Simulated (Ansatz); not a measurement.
## CH4AlN, SMILES [CH2]1[NH][AlH]1: a short molecular-dynamics run, step by step

Program: the Ansatz DFT code, driven from Python.

Run as a notebook:

```python
import ansatz as az
import numpy as np
```

```python
BASIS_SET = 'def2-SVP'
XC = 'pbe'
N_STEPS = 40
TEMPERATURE_K = 200
```

```python
mol = (
    az.Crystal.molecule()
    .atom('C', (-0.5917, -0.0719, -0.5304))
    .atom('N', (-0.5873, 0.3318, 0.8818))
    .atom('Al', (0.972, -0.5723, 0.2393))
    .atom('H', (-1.3162, -0.8102, -0.7392))
    .atom('H', (-0.6229, 0.8508, -1.2323))
    .atom('H', (-0.3081, 1.3552, 0.9677))
    .atom('H', (2.5155, -1.1514, 0.3674))
)

calculation = mol.calculation().basis(gaussian=BASIS_SET).functional(XC)
symbols = [site.symbol for site in mol.cartesian_sites]
start = np.array([site.position_ang for site in mol.cartesian_sites], dtype=float)
rep = calculation.relax(force_tolerance=0.02).run(threads=1).report
end = np.array(rep['positions_ang'])
minimum = az.Crystal.molecule()
for symbol, place in zip(symbols, end):
    minimum = minimum.atom(symbol, place.tolist())

calculation = minimum.calculation()
calculation = calculation.basis(gaussian=BASIS_SET).functional(XC)
calculation = calculation.md('nve', timestep=0.5, steps=N_STEPS, temperature=TEMPERATURE_K, initial_velocities='maxwell_boltzmann', seed=12)
frames = []
result = calculation.session().plan().execute(on_event=lambda e: frames.append(e['data']) if e['event'] == 'md_step' else None)
print('t (fs)   E_pot (eV)      E_kin (eV)   T (K)   d(0-1) (A)')
for f in frames[::3]:
    xyz = np.array(f['positions_ang'])
    print(f'{f["time_fs"]:6.2f} {f["lagrangian_ev"]:14.5f} {f["e_kin_ev"]:10.5f} {f["temperature_k"]:8.1f} {np.linalg.norm(xyz[0] - xyz[1]):9.4f}')
kept = np.array([f['conserved_ev'] for f in frames])
print(f'conserved energy moves by at most {1000 * np.ptp(kept):.3f} meV')
```

    t (fs)   E_pot (eV)      E_kin (eV)   T (K)   d(0-1) (A)
      0.00    -9176.50689    0.12926    200.0    1.5066
      1.50    -9176.49733    0.11978    185.3    1.5113
      3.00    -9176.47825    0.10078    155.9    1.5154
      4.50    -9176.45954    0.08204    126.9    1.5187
      6.00    -9176.43895    0.06149     95.1    1.5211
      7.50    -9176.42101    0.04361     67.5    1.5228
      9.00    -9176.41466    0.03724     57.6    1.5237
     10.50    -9176.41660    0.03910     60.5    1.5238
     12.00    -9176.41749    0.04001     61.9    1.5229
     13.50    -9176.41869    0.04125     63.8    1.5210
     15.00    -9176.42448    0.04698     72.7    1.5181
     16.50    -9176.42854    0.05102     78.9    1.5147
     18.00    -9176.42793    0.05047     78.1    1.5111
     19.50    -9176.42987    0.05243     81.1    1.5075
    conserved energy moves by at most 0.246 meV

Reading the output:
- Total energies depend on the basis set; only differences at equal settings carry meaning.
- The trajectory is only some femtoseconds long, so its temperature is not equilibrated; where the script doesn't relax first, it starts from a rough generated geometry.
- The temperature counts the internal degrees of freedom alone.
- It ran for 86 s on 1 thread of Arm Neoverse V1, on a shared host, peak memory 0.2 GiB.
